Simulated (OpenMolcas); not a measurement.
# Exact exchange and the vertical energy of the triplet above the singlet of C2H3F3 (1,1,1-trifluoroethane)

C2H3F3: 8 atoms, total charge 0, spin state singlet. As SMILES, `CC(F)(F)F`. The shape is that of a PBE0-D4/def2-TZVP optimisation.

The vertical energy of the triplet above the singlet y, in eV, basis cc-pVDZ; a is the functional's share of exact exchange. Programs: OpenMolcas 26.06.

```
functional     program     a  y (eV)
      TPSS  OpenMolcas     0   10.78
    r2SCAN  OpenMolcas     0   10.94
     B3LYP  OpenMolcas   0.2   11.22
      PBE0  OpenMolcas  0.25       ?
     BHLYP  OpenMolcas   0.5   11.93
```

**Question.** Fit y = c + s·a to the known rows and predict PBE0.

**Answer.** 
1. Means of the 4 rows: a = 0.1750, y = 11.217.
2. Σ(Δa)² = 0.1675, Σ(Δa·Δy) = 0.35675, so the slope is 0.35675/0.1675 = 2.1299.
3. Intercept: 11.217 − (2.1299) × 0.1750 = 10.844. The largest residual of the fit is 0.096.
4. PBE0: 10.844 + (2.1299) × 0.25 = 11.38 eV.

The run gave 11.38 eV, so the prediction is off by 0.00 eV: they agree to the digits shown. The rows mix families of semi-local functionals, which the line can't see.
